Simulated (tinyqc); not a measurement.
RKS/B3LYP (VWN-RPA form) in the sto-3g basis, for H2O, spin multiplicity 1, step by step. One step of it, computed by the program tinyqc.

Question. Iteration 38 (converged): orbitals. Diagonalise F' = X^T F X, C = X C', fill 5 alpha and 5 beta electrons from the bottom; D = 2 C_occ C_occ^T. Each column has its largest component positive (the first on a tie).

converged F (hartree):
```
             1O 1s      1O 2s     1O 2px     1O 2py     1O 2pz      2H 1s      3H 1s
1O 1s   -18.830294  -4.847669   0.000000   0.000000  -0.024301  -1.138871  -1.138871
1O 2s    -4.847669  -2.057542   0.000000   0.000000  -0.177072  -0.840099  -0.840099
1O 2px    0.000000   0.000000  -0.148885   0.000000   0.000000   0.000000   0.000000
1O 2py    0.000000   0.000000   0.000000  -0.236797   0.000000  -0.258595   0.258595
1O 2pz   -0.024301  -0.177072   0.000000   0.000000  -0.228699  -0.299260  -0.299260
2H 1s    -1.138871  -0.840099   0.000000  -0.258595  -0.299260  -0.482637  -0.365409
3H 1s    -1.138871  -0.840099   0.000000   0.258595  -0.299260  -0.365409  -0.482637
```

X:
```
            1O 1s      1O 2s    1O 2px     1O 2py     1O 2pz      2H 1s      3H 1s
1O 1s    1.024196  -0.143461  0.000000   0.000000  -0.011277   0.021750   0.021750
1O 2s   -0.143461   1.250270  0.000000   0.000000   0.124513  -0.296582  -0.296582
1O 2px   0.000000   0.000000  1.000000   0.000000   0.000000   0.000000   0.000000
1O 2py   0.000000   0.000000  0.000000   1.104287   0.000000  -0.225048   0.225048
1O 2pz  -0.011277   0.124513  0.000000   0.000000   1.067898  -0.162261  -0.162261
2H 1s    0.021750  -0.296582  0.000000  -0.225048  -0.162261   1.220651  -0.110430
3H 1s    0.021750  -0.296582  0.000000   0.225048  -0.162261  -0.110430   1.220651
```

Give: F' = X^T F X; orbital energies; coefficients C; D after iteration 38.

Answer.

F' = X^T F X (hartree):
```
         1       2       3       4       5       6       7
1  -18.462  -2.580   0.000   0.000  -0.042  -0.186  -0.186
2   -2.580  -0.975   0.000   0.000   0.001  -0.379  -0.379
3    0.000   0.000  -0.149   0.000   0.000   0.000   0.000
4    0.000   0.000   0.000  -0.044   0.000  -0.312   0.312
5   -0.042   0.001   0.000   0.000  -0.106  -0.243  -0.243
6   -0.186  -0.379   0.000  -0.312  -0.243  -0.028  -0.106
7   -0.186  -0.379   0.000   0.312  -0.243  -0.106  -0.028
```

orbital energies (hartree): MO1 -18.841, MO2 -0.952, MO3 -0.429, MO4 -0.255, MO5 -0.149, MO6 0.371, MO7 0.463

coefficients C:
```
           MO1     MO2     MO3     MO4    MO5     MO6     MO7
1O 1s    0.993  -0.225   0.000   0.130  0.000  -0.127   0.000
1O 2s    0.030   0.788   0.000  -0.640  0.000   0.862   0.000
1O 2px   0.000   0.000   0.000   0.000  1.000   0.000   0.000
1O 2py   0.000   0.000   0.623   0.000  0.000   0.000   0.966
1O 2pz   0.005   0.207   0.000   0.727  0.000   0.799   0.000
2H 1s   -0.007   0.173   0.449   0.280  0.000  -0.789  -0.857
3H 1s   -0.007   0.173  -0.449   0.280  0.000  -0.789   0.857
```

D after iteration 38:
```
         1O 1s   1O 2s  1O 2px  1O 2py  1O 2pz   2H 1s   3H 1s
1O 1s    2.109  -0.462   0.000   0.000   0.106  -0.019  -0.019
1O 2s   -0.462   2.064   0.000   0.000  -0.604  -0.086  -0.086
1O 2px   0.000   0.000   2.000   0.000   0.000   0.000   0.000
1O 2py   0.000   0.000   0.000   0.777   0.000   0.559  -0.559
1O 2pz   0.106  -0.604   0.000   0.000   1.142   0.479   0.479
2H 1s   -0.019  -0.086   0.000   0.559   0.479   0.620  -0.186
3H 1s   -0.019  -0.086   0.000  -0.559   0.479  -0.186   0.620
```
